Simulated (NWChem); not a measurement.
System: carbon tetrachloride (CCl4); SMILES C(Cl)(Cl)(Cl)Cl

Excerpt of the output:

```
             Northwest Computational Chemistry Package (NWChem) 7.3.0
             --------------------------------------------------------

 C1  symmetry detected

                             Geometry "geometry" -> ""
                             -------------------------

 Output coordinates in angstroms (scale by  1.889725989 to convert to a.u.)

  No.       Tag          Charge          X              Y              Z
 ---- ---------------- ---------- -------------- -------------- --------------
    1 Cl                  17.0000     0.56518112    -1.59099438    -0.58946647
    2 C                    6.0000    -0.00000769     0.00005528     0.00006034
    3 Cl                  17.0000     1.00576361     0.51362829     1.38641245
    4 Cl                  17.0000     0.13609840     1.20538152    -1.31390170
    5 Cl                  17.0000    -1.70704041    -0.12803495     0.51693442

 Effective nuclear repulsion energy (a.u.)     434.9623157030

  pbe96 is a nonlocal functional; adding pw91lda local functional.

                                 NWChem DFT Module
                                 -----------------

 Summary of "ao basis" -> "ao basis" (spherical)
 ------------------------------------------------------------------------------
       Tag                 Description            Shells   Functions and Types
 ---------------- ------------------------------  ------  ---------------------
 Cl                         pcseg-1                  8       18   4s3p1d
 C                          pcseg-1                  6       14   3s2p1d

            General Information
            -------------------
          SCF calculation type: DFT
          Wavefunction type:  closed shell.
          No. of atoms     :     5
          No. of electrons :    74
           Alpha electrons :    37
            Beta electrons :    37
          Charge           :     0
          Spin multiplicity:     1
          Use of symmetry is: off; symmetry adaption is: off
          Maximum number of iterations: 150
          AO basis - number of functions:    86
                     number of shells:    38
          Convergence on energy requested:  1.00D-06
          Convergence on density requested:  1.00D-05
          Convergence on gradient requested:  5.00D-04

              XC Information
              --------------
          PerdewBurkeErnzerhof Exchange Functional  1.000
            Perdew 1991 LDA Correlation Functional  1.000 local
           PerdewBurkeErnz. Correlation Functional  1.000 non-local

             Grid Information
             ----------------
          Grid used for XC integration:  medium
          Radial quadrature: Mura-Knowles
          Angular quadrature: Lebedev.
          Tag              B.-S. Rad. Rad. Pts. Rad. Cut. Ang. Pts.
          ---              ---------- --------- --------- ---------
          Cl                  1.00       88           9.0       590
          C                   0.70       49           7.0       434
          Grid pruning is: on
          Number of quadrature shells:   401
          Spatial weights used:  Erf1

      Superposition of Atomic Density Guess
      -------------------------------------

 Sum of atomic energies:       -1875.40254294

      Non-variational initial energy
      ------------------------------

 Total energy =   -1876.615442
 1-e energy   =   -3459.180644
 2-e energy   =    1147.602886
 HOMO         =      -0.385653
 LUMO         =      -0.027078

     ---------------------------------------------
      Total Density - Mulliken Population Analysis
     ---------------------------------------------

    Atom       Charge   Shell Charges
 -----------   ------   -------------------------------------------------------
    1 Cl  17    17.18   2.00  2.00  1.22  0.70  5.99  3.86  1.38  0.02
    2 C    6     5.27   2.00  0.64  0.57  1.13  0.86  0.06
    3 Cl  17    17.18   2.00  2.00  1.22  0.70  5.99  3.86  1.38  0.02
    4 Cl  17    17.18   2.00  2.00  1.22  0.70  5.99  3.86  1.38  0.02
    5 Cl  17    17.18   2.00  2.00  1.22  0.70  5.99  3.86  1.38  0.02

   convergence    iter        energy       DeltaE   RMS-Dens  Diis-err
 ---------------- ----- ----------------- --------- --------- ---------
 d= 0,ls=0.0,diis     1  -1877.7577897612 -2.31D+03  3.66D-02  2.10D+00
 d= 0,ls=0.0,diis     2  -1876.1717971291  1.59D+00  2.68D-02  1.63D+01
 d= 0,ls=0.0,diis     3  -1878.0151207130 -1.84D+00  2.17D-03  2.06D-02
 d= 0,ls=0.0,diis     4  -1878.0177189867 -2.60D-03  7.93D-04  2.03D-03
 d= 0,ls=0.0,diis     5  -1878.0180288289 -3.10D-04  9.43D-05  4.38D-05
  Resetting Diis
 d= 0,ls=0.0,diis     6  -1878.0180344831 -5.65D-06  2.36D-05  4.62D-06
 d= 0,ls=0.0,diis     7  -1878.0180351358 -6.53D-07  1.73D-06  2.39D-09

         Total DFT energy =    -1878.018035135799
      One electron energy =    -3459.191532993943
           Coulomb energy =     1263.783569662141
    Exchange-Corr. energy =     -117.572387506976
 Nuclear repulsion energy =      434.962315702980

 Numeric. integr. density =       74.000000494584

                       DFT Final Molecular Orbital Analysis
                       ------------------------------------

 Vector   35  Occ=2.000000D+00  E=-2.873804D-01
              MO Center= -2.1D-01,  3.5D-01,  3.6D-01, r^2= 4.1D+00
   Bfn.  Coefficient  Atom+Function         Bfn.  Coefficient  Atom+Function
  ----- ------------  ---------------      ----- ------------  ---------------
    78      0.490991  5 Cl pz                40      0.387645  3 Cl px
    58     -0.385715  4 Cl px                42     -0.312527  3 Cl pz
    81      0.227111  5 Cl pz                75     -0.186167  5 Cl pz
    43      0.179304  3 Cl px                61     -0.178416  4 Cl px
     8     -0.150383  1 Cl px                76      0.147906  5 Cl px

 Vector   36  Occ=2.000000D+00  E=-2.873725D-01
              MO Center=  5.3D-01, -6.7D-02,  1.6D-02, r^2= 4.1D+00
   Bfn.  Coefficient  Atom+Function         Bfn.  Coefficient  Atom+Function
  ----- ------------  ---------------      ----- ------------  ---------------
    41      0.487030  3 Cl py                10      0.398363  1 Cl pz
     8      0.289751  1 Cl px                59     -0.283472  4 Cl py
    60     -0.273695  4 Cl pz                44      0.225278  3 Cl py
    13      0.184271  1 Cl pz                38     -0.184664  3 Cl py
    77     -0.159025  5 Cl py                40     -0.152820  3 Cl px

 Vector   37  Occ=2.000000D+00  E=-2.873684D-01
              MO Center= -3.1D-01, -2.8D-01, -3.7D-01, r^2= 4.1D+00
   Bfn.  Coefficient  Atom+Function         Bfn.  Coefficient  Atom+Function
  ----- ------------  ---------------      ----- ------------  ---------------
    77      0.489697  5 Cl py                 8     -0.365655  1 Cl px
    58      0.314612  4 Cl px                10      0.270839  1 Cl pz
    59     -0.245911  4 Cl py                 9     -0.230207  1 Cl py
    80      0.226514  5 Cl py                60     -0.192973  4 Cl pz
    74     -0.185676  5 Cl py                11     -0.169144  1 Cl px

 Vector   38  Occ=0.000000D+00  E=-1.102413D-01
              MO Center=  1.7D-04, -5.5D-04, -5.8D-04, r^2= 4.4D+00
   Bfn.  Coefficient  Atom+Function         Bfn.  Coefficient  Atom+Function
  ----- ------------  ---------------      ----- ------------  ---------------
    21      1.372065  2 C  s                 20      0.449056  2 C  s
    79     -0.354230  5 Cl px                12     -0.330454  1 Cl py
    76     -0.325402  5 Cl px                 9     -0.303577  1 Cl py
    45      0.287676  3 Cl pz                63     -0.272662  4 Cl pz
     4     -0.264039  1 Cl s                 36     -0.263659  3 Cl s

 Vector   39  Occ=0.000000D+00  E=-5.712657D-02
              MO Center=  1.3D-01, -4.7D-01, -2.2D-01, r^2= 3.6D+00
   Bfn.  Coefficient  Atom+Function         Bfn.  Coefficient  Atom+Function
  ----- ------------  ---------------      ----- ------------  ---------------
    26      0.952697  2 C  py                 4      0.736576  1 Cl s
    12      0.626207  1 Cl py                23      0.535552  2 C  py
    25     -0.423978  2 C  px                 9      0.395929  1 Cl py
    63     -0.315718  4 Cl pz                54     -0.288163  4 Cl s
    72     -0.284700  5 Cl s                 27      0.262025  2 C  pz

 Vector   40  Occ=0.000000D+00  E=-5.708761D-02
              MO Center= -1.1D-01,  3.6D-01, -2.5D-01, r^2= 3.7D+00
   Bfn.  Coefficient  Atom+Function         Bfn.  Coefficient  Atom+Function
  ----- ------------  ---------------      ----- ------------  ---------------
    27      0.933477  2 C  pz                54      0.681600  4 Cl s
    24      0.524655  2 C  pz                62     -0.490418  4 Cl py
    79     -0.445554  5 Cl px                63      0.437628  4 Cl pz
    72     -0.432387  5 Cl s                 26     -0.409323  2 C  py
    25     -0.342794  2 C  px                59     -0.306839  4 Cl py

     ---------------------------------------------
      Total Density - Mulliken Population Analysis
     ---------------------------------------------

[...]

                         DFT ENERGY GRADIENTS

    atom               coordinates                        gradient
                 x          y          z           x          y          z
   1 Cl      1.068037  -3.006543  -1.113930   -0.001305   0.003654   0.001364
   2 C      -0.000015   0.000104   0.000114   -0.000016   0.000044   0.000045
   3 Cl      1.900618   0.970617   2.619940   -0.002359  -0.001201  -0.003261
   4 Cl      0.257189   2.277841  -2.482914   -0.000317  -0.002794   0.003064
   5 Cl     -3.225839  -0.241951   0.976864    0.003996   0.000297  -0.001213
```

Level: PBE/pcseg-1. Structure relaxed at the PBE-D3(BJ)/def2-SVP level.

Question: Write an input that gives this output.

Answer: Several could match; the one computed here: the input that was run:
```
start job
memory heap 200 mb stack 900 mb global 1100 mb
geometry units angstroms noautoz
  Cl     1.375923    -1.140267    -0.069627
  C     -0.000033     0.000047     0.000003
  Cl     0.616392     1.678535     0.001892
  Cl    -1.051770    -0.247015    -1.425003
  Cl    -0.940542    -0.291385     1.492664
end
basis spherical
  * library pcseg-1
end
dft
  xc xpbe96 cpbe96
  iterations 150
  mulliken
end
task dft gradient
```
